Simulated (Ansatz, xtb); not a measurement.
**A geometry optimisation of AlH3NO− with r2SCAN-D4/def2-SVPD**

The starting geometry of this gas-phase singlet has its atoms placed at random.

```xyz
6

Al   -0.0234   -0.2703    0.1434
N     1.3402    0.9858   -0.2019
O    -0.1728    1.0036    1.3313
H     1.2778   -0.5994    1.5250
H     1.5619   -0.4164   -1.1711
H    -0.5893   -0.7141    1.8431
```

**Question.** One run relaxed it with r2SCAN-D4/def2-SVPD. What is a likely outcome?

**Answer.** It ends as a structure given below by its coordinates. Contacts that open: Al1–H6 (1.85 → 2.32 Å). Contacts that close: Al1–H4 (1.93 → 1.64 Å), N2–H5 (1.72 → 1.02 Å), O3–H6 (1.84 → 0.96 Å).

The energy falls by 10.48 eV over 15 steps:

```csv
step,E − E(last) (eV)
1,10.482
3,6.228
4,4.241
6,1.910
7,1.018
9,0.188
10,0.068
12,0.004
13,0.001
15,0.000
```

Final geometry (Å):

```yaml
atoms:
  - { symbol: Al, position_ang: [0.6611, -0.0930, 0.5748] }
  - { symbol: N, position_ang: [1.2131, 0.5772, -0.9196] }
  - { symbol: O, position_ang: [-0.7408, 0.5776, 1.4502] }
  - { symbol: H, position_ang: [1.1592, -1.3472, 1.5142] }
  - { symbol: H, position_ang: [2.0171, 0.1838, -1.4108] }
  - { symbol: H, position_ang: [-0.9153, 0.0908, 2.2610] }
```

From the same start GFN2-xTB ends elsewhere, differing in Al1–H4 (2.54 against 1.64 Å here), Al1–H6 (1.59 against 2.32 Å here), N2–H4 (1.01 against 3.10 Å here), O3–H6 (2.90 against 0.96 Å here).

From so rough a start the end depends on the optimiser's path, so another program may land elsewhere. No frequencies were run, so the end isn't proven a minimum. Run with Ansatz 0.2.0, 21 s on 1 thread of Intel(R) Xeon(R) 6975P-C (Granite Rapids), on a shared host.
